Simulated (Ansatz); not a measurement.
`S[B]S` radical. The species carries charge 0 and has multiplicity 2.

```xyz
5

S    -1.678   -0.046    0.233
B    -0.248   -0.969   -0.174
S     1.475   -0.745   -0.375
H    -1.130    1.181    0.420
H     1.582    0.579   -0.104
```

Problem. What are the harmonic wavenumbers in cm⁻¹ at PBE0-D4/def2-TZVP (Ansatz, finite differences of forces, unscaled)? (An estimate is asked.)

Solution. Ansatz gave: 206, 356, 383, 548, 764, 914, 1078, 2567, 2568.

Problem. Is this a minimum?

Solution. Yes, all 9 modes are real.

Problem. Give the ideal-gas thermochemistry at 298.15 K and 1 bar (rigid rotor, harmonic oscillator; point group C2v, symmetry number 2).

Solution. Zero-point energy 56.1 kJ/mol; H(298) − E = 70.2 kJ/mol; entropy 284.9 J/(mol·K), of which translation 163.0, rotation 94.2, vibration 21.9, electronic 5.8; G(298) − E = -14.7 kJ/mol.

Problem. And at 400, 500, 600, 800 and 1000 K?

Solution. 
| T (K) | H − E (kJ/mol) | S (J/mol/K) | G − E (kJ/mol) |
| --- | --- | --- | --- |
| 400 | 77.3 | 305.1 | -44.8 |
| 500 | 84.8 | 322.0 | -76.2 |
| 600 | 92.9 | 336.6 | -109.1 |
| 800 | 110.0 | 361.2 | -179.0 |
| 1000 | 128.2 | 381.5 | -253.3 |

Problem. Rotational constants (cm⁻¹)?

Solution. 2.306, 0.09515, 0.09138.
